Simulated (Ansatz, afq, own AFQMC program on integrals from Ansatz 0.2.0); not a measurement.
AFQMC on a folder of integrals that Ansatz 0.2.0 wrote.

```yaml
crystal:
  periodic: [false, false, false]
  atoms:
    - {symbol: Si, position_ang: [0.000000, 0.000000, 0.000000]}
    - {symbol: N, position_ang: [0.000000, 0.000000, 4.127000]}
basis:
  gaussian: {orbitals: 6-31G}
magnetization: {spin_polarized: false, initial_magnetization: 3}
correlation: {method: ccsd_t, electrons: outside_noble_gas, hamiltonian_folder: ham}
```

```sh
$ ansatz run in.yaml --threads 1 --pin off --events-out ev --progress --plain --max-ram 24576MiB --backend cuda --devices 0, --max-vram 18GiB
```

afq runs on the folder ham with

```
--method phaseless --trial cisd --walkers 4000 --populations 20 --least-time 60 --time-step 0.005 --steps-per-block 50 --equilibration-blocks 40 --max-blocks 4000 --target-error 0.00036 --factor-cut 1e-05 --start spin_pure --seed 881 --release-times 0.24,0.51,0.99,1.62,2.4 --release-step 0.03 --release-every 3 --taylor-order 6
```

Times are imaginary, in 1/Eh. The walk had a cap of 122 s. With eight or more populations the least sampling time is a fifth of least-time, and the error comes from their spread.

```
orbitals 16  electrons 6 3  factors 69 of 272
reference energy -343.02818532 Eh
CCSD correlation -0.23731633 Eh in 141 cycles, weight of the determinant in the CISD state 0.1813
energy of the start -343.265490 Eh
 block  time / (1/Eh)  mean weight  energy / Eh
     1     0.250  0.9998  -343.261509
     2     0.500  0.9999  -343.260312
     3     0.750  0.9999  -343.260346
     4     1.000  0.9999  -343.260321
     5     1.250  1.0001  -343.261357
    10     2.500  1.0000  -343.262947
    19     4.750  1.0002  -343.265406
    29     7.250  0.9999  -343.265651
    35     8.750  1.0000  -343.264492
    39     9.750  0.9997  -343.266568
    49    12.250  1.0001  -343.265755
    59    14.750  0.9996  -343.266210
    69    17.250  1.0003  -343.264862
    73    18.250  0.9998  -343.268216
    79    19.750  0.9996  -343.266419
    89    22.250  1.0000  -343.266254
    99    24.750  0.9999  -343.267798
error from the spread of 20 populations
released: time / (1/Eh)  energy / Eh  error  mean overlap
  0.24  -343.266746  0.000279  0.9996
  0.51  -343.266781  0.000289  0.9995
  0.99  -343.266916  0.000275  0.9991
  1.62  -343.267281  0.000306  1.0018
  2.40  -343.267418  0.000306  1.0027
energy -343.266822 +/- 0.000311 Eh
(rows thinned)
```

Q: Estimate how long the walk took on 1 × NVIDIA H100 80GB HBM3 with 2 threads of AMD EPYC 7R13 Processor (Zen 3), on a shared host (the card was shared).

A: 29 s of wall time.

The run passed its tests (sampling time, drift between the halves within three errors, error under three times the target), which doesn't prove that it has relaxed.

Against this walk (error 8.5 meV) on the same determinant: CCSD(T) 989.5 meV lower, CCSDT(Q) 910.9 meV higher, CCSDTQ 123.3 meV lower, full CI (a separate run on its own orbitals, whose frozen core shifts it by up to a few meV) 123.4 meV lower. The error is statistical and leaves out the bias of the constraint. The released energies are still falling (meV from the phaseless value at times in 1/Eh: 2 ± 8 at 0.24, 1 ± 8 at 0.51, -3 ± 7 at 0.99, -12 ± 8 at 1.62, -16 ± 8 at 2.40), so they give no level. Full CI is exact here, so the walk's 123 meV above it is the walk's own error: the bias of the constraint with this trial. The determinant is a poor start (see the cautions), so the low cluster orders aren't to be relied on, and full CI is the sure value.

Cautions: constraint bias not in the error; a spin-contaminated unrestricted determinant lies lower (UHF 4.50 eV lower, ⟨S²⟩ 4.75); the search met a lower determinant of the same kind, perhaps of another symmetry (3.35 eV lower); strong correlation (T1 0.311, weight of the determinant 0.18, largest double 1.39); (T) is large, 16 % of the CCSD correlation; CCSD(T) is in doubt: among natural orbitals it converges to other amplitudes; CCSDT(Q) is in doubt: in a space of 9 electrons in 9 natural orbitals full CI lies 1.09 eV below it; a lower CCSDT(Q) solution may exist; the CCSDTQ amplitudes may be one of several solutions (largest double 1.09); a state of other symmetry lies lower (by 4 meV); full CI with its own frozen core; a state of higher spin lies lower (by 5 meV).

CCSDT and higher add their correlation energy to the determinant of the CCSD(T) run, since their own runs factorise the integrals more tightly (a shift of under 2 meV). A walk keeps the symmetry of its determinant, which the program's search chose and which needn't be the lowest solution, so a lower state of the same spin and another symmetry isn't excluded.
